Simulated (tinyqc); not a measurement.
Pariser-Parr-Pople SCF with singles CI, for the molecule c1ccccc1 (SMILES; centres numbered as the heavy atoms are written), step by step. One step of it, computed by the program tinyqc.

Problem. Iteration 1: orbitals and new P. Diagonalise F (the basis is taken as orthonormal) and form P = 2 sum c c over the lowest orbitals.

F (eV), lower triangle:
```
           1C         2C         3C         4C         5C         6C
1C  -7.345000
2C  -4.281202  -7.345000
3C   0.000000  -4.280977  -7.345000
4C   0.566221   0.000000  -4.281202  -7.345000
5C   0.000000   0.566321   0.000000  -4.281202  -7.345000
6C  -4.281202   0.000000   0.566321   0.000000  -4.280977  -7.345000
```

pi electrons, sum of z_r less the charge = 6

Give: orbital energies; P after iteration 1.

Solution.

orbital energies (eV): -15.3410  -12.1925  -12.1923  -2.4977  -2.4975  0.6510

P after iteration 1, lower triangle:
```
         1C       2C       3C      4C      5C      6C
1C   1.0000
2C   0.6667   1.0000
3C   0.0000   0.6667   1.0000
4C  -0.3333   0.0000   0.6667  1.0000
5C   0.0000  -0.3333   0.0000  0.6667  1.0000
6C   0.6667   0.0000  -0.3333  0.0000  0.6667  1.0000
```
